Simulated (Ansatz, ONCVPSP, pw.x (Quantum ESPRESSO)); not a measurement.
## tungsten (W) (fcc): variants of one ONCV potential in the solid

ONCVPSP 4.0.1.1 (patched build) input, shortened (lines: element, Z, core and valence counts, functional; n l f; lmax; l rc ep ncon nbas qcut; lloc lpopt rc5 dvloc0; l nproj debl; icmod fcfact rcfact), PBEsol, scalar-relativistic:

```
  W 74.00   10    5  -116133      upf
    1    0    2.00
    2    0    2.00
    2    1    6.00
    3    0    2.00
    3    1    6.00
    3    2   10.00
    4    0    2.00
    4    1    6.00
    4    2   10.00
    4    3   14.00
    5    0    2.00
    5    1    6.00
    5    2    4.00
    6    0    1.50
    6    1    0.50
    2
    0    1.85    0.00    4    8    5.90
    1    1.80    0.00    4    9    7.40
    2    2.70    0.00    4    8    5.40
    4    5    1.30    3.00
    0    2    2.10
    1    3    1.40
    2    1    1.00
    0    0.00    0.00
```

Crystal test: fcc W in pw.x 7.5, no spin, 14³ k-points, Fermi–Dirac smearing 0.01 Ry, cutoffs set for each file from its atomic test. The reference is all-electron LAPW (Ansatz 0.2.0) with the same functional, mesh and smearing; V0 and B0 come from Birch–Murnaghan fits to the pressures at five volumes. Errors are pseudo minus all-electron; Δ is the rms difference of the E(V) curves that follow from these fits, minima aligned, over ±6 % about the mean V0. Mesh and smearing are coarse, so the numbers serve the comparison and aren't converged zero-temperature values; the lattice is a test structure that the element need not adopt.

All-electron: a0 = 4.000 Å (V0 = 16.00 Å³/atom), B0 = 298.8 GPa.

1 further variants are left out: they gave no file fit for a test, a broken result, the same result as the base, or pressures whose basis-set error rivals the error shown.

```tsv
change	cutoffs (Ry)	pw.x	a0 (Å)	a0 error (%)	B0 error (%)	Δ (meV/atom)	mean pressure error (GPa)
base	50/200	converged	3.992	-0.22	-0.7	6.8	-1.94
s: ncon 3, nbas 7	50/200	converged	3.992	-0.21	-0.8	6.5	-1.85
d: nproj 2	50/200	converged	3.986	-0.35	-0.6	11.0	-3.13
p: qcut 8.3	60/240	converged	3.992	-0.21	-0.7	6.7	-1.90
s: nbas 7	50/200	converged	3.992	-0.22	-0.7	6.9	-1.95
```
